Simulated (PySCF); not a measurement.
F₂, SMILES FF. Geometry: B3LYP-D3(BJ)/def2-TZVPD.

TDDFT-B3LYP/def2-TZVPD (PySCF) puts the lowest singlet excitations at 4.56, 4.56, 8.22, 8.22, 11.88, 11.88 eV and the lowest triplet (TDA) at 3.14 eV.

Task: What are the lowest singlet roots from EOM-CCSD/aug-cc-pVDZ in PySCF? (The exact figures need the calculation; the answer reports its results.)

Result: 4.83, 4.83, 8.13, 8.13, 13.47, 13.47 eV; triplets 3.51, 3.51, 7.41 eV. S1 differs by 0.27 eV (second minus first; roots are paired by order, and the bases may differ).
